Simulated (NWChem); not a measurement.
System: isobutene (C₄H₈); SMILES C(C)(=C)C

```xyz
12

C      1.2706     0.0004    -0.6745
C      0.0000     0.0000     0.1233
C     -1.2706    -0.0004    -0.6745
C      0.0000     0.0000     1.4615
H      1.3205     0.8829    -1.3352
H      1.3230    -0.8839    -1.3325
H      2.1614     0.0029    -0.0309
H     -1.3230     0.8839    -1.3325
H     -2.1614    -0.0029    -0.0309
H     -1.3205    -0.8829    -1.3352
H     -0.9333    -0.0002     2.0320
H      0.9333     0.0002     2.0320
```
Atoms are numbered in this order, from 1.

Program: NWChem. Pople sets run with spherical d functions. Coordinates come from a PBE0/def2-SVP optimisation. GIAO values for the isolated, static molecule; σ is the absolute isotropic shielding, δ = σ(reference) − σ with the isolated reference molecule computed at the same levels (13C: tetramethylsilane, 1H: tetramethylsilane).

For level BHandHLYP/pcSseg-1:

- δ C1 (ppm): 25.6
- δ C2 (ppm): 152.7
- δ C4 (ppm): 119.6

Question: Estimate the same quantities for level Hartree-Fock/6-31G*.

Answer: δ C1 (ppm): 22.8
δ C2 (ppm): 137.7
δ C4 (ppm): 112.6
